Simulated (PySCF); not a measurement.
**Adding and removing an electron: NaP**

PBE0; PySCF, no relativity, basis sets Na aug-cc-pVDZ, P aug-cc-pV(D+d)Z. Neutral (UKS): triplet (π ↑↑), Re = 2.663 Å, ωe = 278 cm⁻¹, De = 1.32 eV, HOMO -4.48 eV, LUMO -1.64 eV.

NaP⁺ (UKS): quartet (σ ↑, π ↑↑), Re = 3.097 Å, ωe = 121 cm⁻¹, De = 0.25 eV to Na⁺ + P. The energies at the minima are -503.35769 hartree for NaP and -503.12444 for NaP⁺.

(1) Work out the adiabatic ionisation energy, without and with harmonic zero-point energies (1 hartree = 27.2114 eV, 1 eV = 8065.5 cm⁻¹), and the change of the bond length.

Weak bonds: NaP⁺. Basis-set superposition, not corrected here, can be much of De in a small basis, most of all at correlated wavefunction levels. For an ion De counts to the pair picked by the measured ionisation energies or electron affinities, which need not be the lowest pair at this level. States were picked by a PBE0 search and need not be the measured ground states.

## Answers

(1) At PBE0: 0.23325 hartree = 6.347 eV between the minima; the zero-point term (121.0 − 278.0)/2 cm⁻¹ = -0.010 eV makes it 6.337 eV. Re changes by +43.4 pm against the neutral. The electron leaves a σ orbital, and the ion is left as a loose complex of an ion and an atom.
